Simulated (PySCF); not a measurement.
A made-up structure of LiMgSiH3, closed shell:

Li1  (1.333, 0.406, 1.073)
Si2  (-0.564, -0.180, -0.528)
Mg3  (-2.900, -0.547, 0.061)
H4  (0.009, -1.370, -1.267)
H5  (-0.435, 0.904, -1.575)
H6  (2.453, 0.768, 2.142)
(Å)

It is relaxed with PBE-D4/def2-SVP and then PBE0-D4/def2-TZVP (PySCF 2.14 with density fitting (its default auxiliary sets; JK sets also for MP2 and CCSD(T))). Atoms count as bonded within 1.22 times the sum of their covalent radii (H–H: 0.88 Å). The end point is not checked to be a true minimum.

Task: Does its bonding change? (Judge from chemistry; the calculation decides.)

Result: By the calculation: Yes. Formed: Li1–Mg3, Mg3–H6; broken: none.

Where it ends: The first stage lowers the energy by 0.45 eV in 10 steps. It ends as LiMgSiH₃ ([H]1[Li]2[SiH2][Mg]12):
```xyz
6
angstrom
Li 1.7994 0.3901 0.1811
Si -0.4321 -0.2367 -0.9123
Mg -0.4657 0.1854 1.5955
H -0.9350 -1.6133 -1.2451
H -1.3872 0.6632 -1.6445
H 1.3149 0.5898 1.9402
```

Labels in which every atom is bracketed show which atoms are joined, not bond orders.

For scale, one of the runs: PBE0-D4/def2-TZVP relaxation, 101 basis functions, launched by `OMP_NUM_THREADS=2 python run.py`. The run took 2.2 min on 2 CPU threads of an AMD EPYC 7B13 (shared host), with 0.99 GiB of host memory at its peak.
